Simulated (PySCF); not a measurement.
**H₂BrF, a complex of two parts: interaction energy**

The task here is to estimate one member of a computed series from the others.

Programs: PySCF 2.14.0. All values are calculated, for the isolated system unless a continuum is named. Atoms count from 0, parts from 1.

## Starting point

4 atoms, charge 0, multiplicity 1; geometry: GFN1-xTB. Parts: 1 = atoms 0–1, `Br`, charge 0; 2 = atoms 2–3, `F`, charge 0.

Set-up of the first run:

Job settings and geometry (Å):

```
{"job": {"xc": "PBE0", "basis": "def2-SVPD", "d3": "d3bj", "grid": 2, "kind": "geom"}, "charge": 0, "multiplicity": 1, "parts": [{"atoms": "0-1", "charge": 0, "multiplicity": 1}, {"atoms": "2-3", "charge": 0, "multiplicity": 1}]}
Br     0.924185    -0.256354    -0.006370
H     -0.322078     0.308821    -0.365854
F      2.425118     1.451621    -1.945203
H      2.000115     0.884959    -1.312777
```

Launch:

```
$ OMP_NUM_THREADS=1 python cluster_run.py task.json out
```

The driver reads the jobs from task.json and runs them one after another.

Among the steps run: Relaxing the molecule at PBE0-D3(BJ)/def2-SVPD; Coupled-cluster interaction energy: CCSD(T) and MP2, 2.17 Å; Coupled-cluster interaction energy: CCSD(T) and MP2, 2.29 Å; Coupled-cluster interaction energy: CCSD(T) and MP2, 2.41 Å; Coupled-cluster interaction energy: CCSD(T) and MP2, 2.65 Å; Coupled-cluster interaction energy: CCSD(T) and MP2, 3.01 Å; Coupled-cluster interaction energy: CCSD(T) and MP2, 3.61 Å.

One table of the session follows, with a row left open; its other results are not shown here.

It belongs to the step «Coupled-cluster interaction energy: CCSD(T) and MP2, 3.61 Å». 

| method | interaction energy (kcal/mol) |
| --- | --- |
| HF/aug-cc-pVDZ | -0.89 |
| MP2/aug-cc-pVDZ | -1.02 |
| CCSD/aug-cc-pVDZ | -0.98 |
| CCSD(T)/aug-cc-pVDZ | -1.00 |
| HF/aug-cc-pVTZ | -0.84 |
| MP2/aug-cc-pVTZ | -1.00 |
| SCS-MP2/aug-cc-pVTZ | -0.93 |
| MP2, extrapolated | ? |
| CCSD(T), limit estimate | -1.00 |

**Question.** Estimate the row for MP2, extrapolated.

**Answer.** interaction energy (kcal/mol): -1.01. In the column «interaction energy (kcal/mol)» it lies between MP2/aug-cc-pVDZ (-1.02) and CCSD(T)/aug-cc-pVDZ (-1.00).
